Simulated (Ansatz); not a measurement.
1T (CdI2-type) HfS2, treated with HSE06-D3(BJ) (Ansatz, a quantum-chemistry and plane-wave program, plane waves, PAW).

The cell is the one relaxed with PBE-D3(BJ): a = b = 3.606 Å, c = 5.768 Å, α = β = 90.00°, γ = 120.00°.

Task: Give the computed interlayer binding energy.

Result: 
- interlayer binding energy: 35.7 meV/Å²

Spin–orbit coupling is not included.

Computed values are for the static lattice.

It cost around 13 core-minutes (rough) of CPU time.
